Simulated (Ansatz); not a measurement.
## SbH₂⁺, singlet: the ladder up to full CI

Geometry: a point of a bend scan, not a stationary point.

```xyz
3

Sb    0.0000   -0.0229    0.0000
H     0.0000    1.3843   -0.9690
H     0.0000    1.3843    0.9689
```

Basis def2-SVP with its core potentials; Ansatz 0.2.0. Correlated methods freeze the noble-gas cores and the filled d shells of p-block atoms, which leaves 6 electrons in 27 orbitals. Prefix R: restricted or restricted open-shell reference. Active spaces: pair = (2e, 2o) about the gap; valence = (6e, 6o) chosen from the atoms' valence shells. No spin–orbit coupling is included; scalar relativity enters through the core potentials alone.

Full CI is exact within this basis and frozen core; it isn't the basis-set limit.

```
UHF ⟨S²⟩                          : 0.000
T1 diagnostic (RCCSD)             : 0.0139
largest doubles amplitude (RCCSD) : 0.086
```

| level | E − E(full CI) (mEh) | share of correlation (%) | wall time |
| --- | --- | --- | --- |
| RHF | 109.65 | 0.00 | – |
| RMP2 | 28.22 | 74.26 | – |
| CISD | 7.02 | 93.60 | 2.4 s |
| RCCSD | 2.67 | 97.56 | – |
| RCCSD(T) | 0.61 | 99.44 | 1.8 s |
| BCCD(T) | 0.61 | 99.45 | 2.6 s |
| RCCSDT | 0.12 | 99.89 | – |
| RCCSDT(Q) | 0.02 | 99.98 | 4.9 s |
| RCCSDTQ | 0.00 | 100.00 | 26 s |
| CASSCF (pair space) | 90.61 | 17.36 | – |
| NEVPT2 (pair space) | 25.38 | 76.86 | 3.4 s |
| MRCISD (pair space) | 4.51 | 95.88 | – |
| MRCISD+Q (pair space) | -1.33 | 101.21 | 6 s |
| CASSCF (valence space) | 54.95 | 49.88 | – |
| NEVPT2 (valence space) | 15.10 | 86.23 | 4 s |
| MRCISD (valence space) | 1.79 | 98.36 | – |
| MRCISD+Q (valence space) | 0.07 | 99.94 | 5.5 s |
| MRCISD+Q(relaxed) (valence space) | -0.81 | 100.74 | 6.5 s |

The correlation energy at full CI, counted from RHF, is -2.984 eV. That run took 21 s on 1 thread of Intel Xeon, shared host over 2,148,761 determinants.

Times hold each run's SCF and search for its determinant on a shared host, so for small cases they say little of a method's own cost; they ran on 1 thread of Intel Xeon.

More than 5 meV below full CI, which no variational method can be: MRCISD+Q (pair space), MRCISD+Q(relaxed) (valence space).

The full-CI state has the irrep A1 of C2v, in the program's axes.

Natural occupations of full CI about the gap: 1.963 1.933 1.919 0.060 0.044 0.032 0.010 0.007 0.007 0.006; effectively unpaired electrons, Σ n²(2−n)², 0.07.
